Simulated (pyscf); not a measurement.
A first-order saddle from PySCF, ωB97X-D3(BJ)/def2-SVP:

```xyz
9

C     -1.0320     0.9207    -0.7528
Si    -0.1427    -0.7506     0.2934
Cl    -1.2248    -2.4455    -0.2298
H     -2.0018     0.7645    -0.2673
H     -0.8425     0.4645    -1.7308
H     -0.3232     1.6480    -0.3403
H     -0.2217    -0.5897     1.7756
H      1.2796    -0.9680    -0.1053
H     -1.6424     2.0217    -1.4620
```
Charge 0, spin multiplicity 2.

Surface: doublet, charge 0. Lowest wavenumbers (cm⁻¹): 1499i, 83, 86, 250, 478.

Task: Which two sides does it connect, and which bonds change?

Result: H₃C–SiH₂–Cl + H atom (H•) ⇌ methane (CH₄) + •H₂Si–Cl, a substitution at C read from left to right: C–Si broken and C–H formed. At CCSD(T)/def2-TZVPP + ΔMP2(QZVPP) it lies +29.8 kcal/mol from the left side and +46.9 kcal/mol from the right (each side as separated species at their lowest minima found). The same reactants have a lower exit, to H₃C–SiH•–Cl + H₂ (barrier +4.8 kcal/mol at ωB97M-D3(BJ), against +29.3 kcal/mol here). This is the saddle that the search found; another between the same sides may lie lower. The angle at the attacked C is 179°. The CCSD(T) − MP2 part came from Ansatz, without density fitting, on the same reference.
